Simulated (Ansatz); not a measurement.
**Loss of CH4: C4H10S → C3H6S + CH4**

Species: C4H10S (methyl propyl sulfide) `CCCSC`, singlet; C3H6S ((methylthio)ethene) `C=CSC`, singlet; CH4 (methane) `C`, singlet. 

Shapes, held fixed at every level: PBE0-D4/def2-TZVP. Flexible molecules stand in one conformer, not always the lowest. Programs: Ansatz 0.2.0. The zero-point and thermal change to 298 K, harmonic and unscaled (PBE0-D4/def2-TZVP), is -14.1 kJ/mol.

| level | kind | ΔH(298 K) (kJ/mol) | less CCSD(T)/CBS estimate | CPU time (sum over the molecules) |
| --- | --- | --- | --- | --- |
| HF/def2-SVP | Hartree–Fock | +67.2 | -7.9 | – |
| HF/def2-TZVPP | Hartree–Fock | +51.9 | -23.2 | – |
| PBE-D4/def2-TZVPP | GGA | +71.8 | -3.3 | 23 s |
| r2SCAN-D4/def2-TZVPP | meta-GGA | +71.5 | -3.6 | 33 s |
| r2SCAN0-D4/def2-TZVPP | global hybrid | +83.6 | +8.5 | 35 s |
| wB97X-V/def2-TZVPP | range-separated hybrid | +86.0 | +10.9 | 56 s |
| B2PLYP/def2-TZVPP | double hybrid | +59.5 | -15.6 | 56 s |
| CCSD(T)/CBS estimate | coupled cluster or CI | +75.1 | 0.0 | 26 min |

The highest level, CCSD(T)/CBS estimate, gives ΔH(298 K) = +75.1 kJ/mol; the levels span +51.9 to +86.0. The column of differences is taken from that level and isn't an error. No measured value is set beside it here. The CBS estimate extrapolates MP2 from def2-TZVPP and def2-QZVPP and adds CCSD(T) − MP2 in the triple-zeta set, cores frozen. Times are processor times on shared x86 and Arm servers, and rough.
